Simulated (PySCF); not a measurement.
Isomers of [C6H9]+, one conformer each. The calculation used core-valence-separated Tamm–Dancoff BHandHLYP/aug-pcX-1 (pcseg-1 on H) in PySCF, non-relativistic, gas phase, PBE0-D3(BJ)/def2-SVP geometry. Absolute energies from this functional tend to lie a few eV below measured edges; no shift was applied.

P. `CC[C+](C)C#C`
Q. `CCc1c[c+]1C`

Main lines, eV (oscillator strength):
1. C K: 282.8 (0.061), 283.0 (0.038), 283.0 (0.148), 286.8 (0.041), 286.9 (0.021)
2. C K: 281.2 (0.062), 281.3 (0.090), 283.7 (0.065), 284.7 (0.058), 285.5 (0.068)
Listed: the first five lines at most of each edge with a tenth or more of its strongest line's intensity; roots within 0.03 eV on the same or equivalent atoms are summed. Only the lowest roots were sought, and the top ones are left out.

Problem. Which spectrum belongs to which isomer?

Solution. 1 = Q, 2 = P.
- P: first C line listed at 281.2 eV, hole on the carbon bonded to C and H.
- Q: first C line listed at 282.8 eV, hole on the unsaturated ring CH carbon.

Problem. What are the ground-state energies of the isomers at BHandHLYP/aug-pcX-1 (pcseg-1 on H), relative to the lowest?

Solution. P 117.3, Q 0.0 kJ/mol (electronic energies on these geometries, no dispersion or zero-point terms).
